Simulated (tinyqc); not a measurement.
Inside a calculation. Method: CCSD on RHF in the sto-6g basis, frozen core, for H2O, spin multiplicity 1. One step of it, computed by the program tinyqc.

Task: CCSD: starting amplitudes. t_ij^ab = <ij||ab> / (e_i + e_j - e_a - e_b), whose energy is MP2.

orbital energies (hartree): MO1 -20.525011, MO2 -1.256758, MO3 -0.568008, MO4 -0.474494, MO5 -0.401335, MO6 0.527526, MO7 0.648486

Two-electron integrals over orbitals (pq|rs), unique and non-zero (hartree); the lowest 1 orbital is frozen and left out:
```
(22|22) 0.730963    (32|22) 0.010398    (32|32) 0.137074    (33|22) 0.640757
(33|32) -0.002794   (33|33) 0.624964    (42|22) -0.010304   (42|32) 0.002595
(42|33) 0.000862    (42|42) 0.125869    (43|22) 0.012416    (43|32) 0.018517
(43|33) 0.010961    (43|42) -0.018703   (43|43) 0.054484    (44|22) 0.661292
(44|32) -0.017938   (44|33) 0.587988    (44|42) -0.093555   (44|43) 0.014414
(44|44) 0.725441    (52|52) 0.146836    (53|52) -0.009553   (53|53) 0.029457
(54|52) -0.047464   (54|53) 0.005343    (54|54) 0.052178    (55|22) 0.751712
(55|32) -0.010566   (55|33) 0.627111    (55|42) -0.078475   (55|43) 0.020628
(55|44) 0.700825    (55|55) 0.880663    (62|22) -0.124364   (62|32) 0.020942
(62|33) -0.073683   (62|42) -0.027137   (62|43) -0.013237   (62|44) -0.057377
(62|55) -0.132648   (62|62) 0.092061    (63|22) 0.060512    (63|32) 0.019033
(63|33) 0.043070    (63|42) -0.030134   (63|43) 0.031513    (63|44) 0.042613
(63|55) 0.075713    (63|62) -0.035949   (63|63) 0.074451    (64|22) -0.111763
(64|32) -0.027725   (64|33) -0.050929   (64|42) 0.054842    (64|43) -0.020925
(64|44) -0.122876   (64|55) -0.136054   (64|62) 0.046889    (64|63) -0.056945
(64|64) 0.102372    (65|52) -0.047154   (65|53) 0.011465    (65|54) -0.003919
(65|65) 0.033754    (66|22) 0.608472    (66|32) -0.060279   (66|33) 0.568617
(66|42) 0.043995    (66|43) -0.040164   (66|44) 0.570827    (66|55) 0.594267
(66|62) -0.084337   (66|63) -0.016811   (66|64) -0.022253   (66|66) 0.651805
(72|22) -0.067959   (72|32) -0.038745   (72|33) -0.026311   (72|42) 0.000264
(72|43) 0.031100    (72|44) -0.043903   (72|55) -0.072660   (72|62) 0.016752
(72|63) 0.015427    (72|64) 0.029503    (72|66) -0.050020   (72|72) 0.073106
(73|22) -0.129499   (73|32) 0.032230    (73|33) -0.082933   (73|42) 0.075472
(73|43) -0.001580   (73|44) -0.133735   (73|55) -0.175944   (73|62) 0.053145
(73|63) -0.029503   (73|64) 0.073557    (73|66) -0.064646   (73|72) 0.044082
(73|73) 0.147814    (74|22) -0.020993   (74|32) 0.070168    (74|33) -0.014575
(74|42) 0.003685    (74|43) 0.000759    (74|44) -0.036216   (74|55) -0.031757
(74|62) 0.022821    (74|63) 0.025836    (74|64) -0.007020   (74|66) -0.052619
(74|72) -0.004700   (74|73) 0.042263    (74|74) 0.063227    (75|52) -0.025479
(75|53) -0.020261   (75|54) 0.002484    (75|65) 0.005263    (75|75) 0.026338
(76|22) 0.009931    (76|32) 0.058199    (76|33) -0.006130   (76|42) 0.018570
(76|43) 0.034108    (76|44) -0.018163   (76|55) -0.001525   (76|62) -0.015650
(76|63) 0.026876    (76|64) -0.023926   (76|66) -0.042418   (76|72) 0.002465
(76|73) 0.031210    (76|74) 0.030075    (76|76) 0.057656    (77|22) 0.623052
(77|32) 0.071299    (77|33) 0.599319    (77|42) -0.006081   (77|43) 0.042621
(77|44) 0.572042    (77|55) 0.609798    (77|62) -0.063339   (77|63) 0.069013
(77|64) -0.069587   (77|66) 0.512444    (77|72) -0.026261   (77|73) -0.045866
(77|74) 0.032626    (77|76) 0.047454    (77|77) 0.661317
```

Give: Starting amplitudes; correlation energy.

Result:

Starting amplitudes (spin orbitals 1a, 1b, ...; amplitudes related by a flip of all spins are not repeated; the 24 largest):
```
from      to        t
3a 3b  7a 7b  -0.0608
4a 4b  6a 6b  -0.0511
3a 3b  6a 6b  -0.0340
3a 4b  6b 7a   0.0332
4a 4b  7a 7b  -0.0282
3a 4b  6a 6b   0.0271
2a 2b  6a 6b  -0.0258
3a 4a  6a 7a   0.0215
2a 2b  7a 7b  -0.0192
5a 5b  6a 6b  -0.0182
3a 4b  7a 7b  -0.0181
2a 3b  6a 7b  -0.0177
2a 4b  6a 6b  -0.0168
2a 3b  7a 7b  -0.0141
3a 3b  6a 7b   0.0128
2a 3a  6a 7a  -0.0126
5a 5b  7a 7b  -0.0125
2a 3b  6a 6b   0.0125
3a 4b  6a 7b  -0.0116
2a 4b  6b 7a   0.0101
2a 4b  6a 7b  -0.0078
2a 3b  6b 7a   0.0051
2a 2b  6a 7b  -0.0045
4a 4b  6a 7b   0.0033
```

correlation energy = -0.044084 hartree
